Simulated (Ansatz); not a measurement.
# MgCd$_{3}$ (Pmm2)

Method: Ansatz 0.2.0, DFT r2SCAN, scalar-relativistic, plane waves, PAW.

Settings: cutoff 500 eV, Γ-centred mesh 14×8×8 on the computed 4-atom cell, Gaussian smearing of 0.10 eV; no spin polarisation.

The structure is relaxed at this level of theory with its symmetry kept. Whether it is the stable form of this composition wasn't checked.

```cif
data_structure
_symmetry_space_group_name_H-M 'Pmm2'
_symmetry_Int_Tables_number 25
_cell_length_a 3.2017
_cell_length_b 4.9710
_cell_length_c 5.3354
_cell_angle_alpha 90.000
_cell_angle_beta 90.000
_cell_angle_gamma 90.000
_cell_volume 84.91
loop_
_atom_site_label
_atom_site_type_symbol
_atom_site_symmetry_multiplicity
_atom_site_Wyckoff_symbol
_atom_site_fract_x
_atom_site_fract_y
_atom_site_fract_z
_atom_site_occupancy
Mg1 Mg 1 b 0.00000 0.50000 0.33371 1
Cd1 Cd 1 a 0.00000 0.00000 0.00468 1
Cd2 Cd 1 c 0.50000 0.00000 0.49962 1
Cd3 Cd 1 d 0.50000 0.50000 0.82865 1
```

```
Space group                                                       : Pmm2 (No. 25)
Volume per atom                                                   : 21.23 Å³
Formation energy from the elements' standard states (uncorrected) : -0.041 eV/atom
Generalised Kohn–Sham band gap                                    : none (metal)
Density of states at the Fermi level                              : 1.11 states/eV per cell
Bader charges (e)                                                 : Mg (1 in the cell) 1.47, Cd (1 in the cell) -0.24, Cd (1 in the cell) -0.57, Cd (1 in the cell) -0.65
```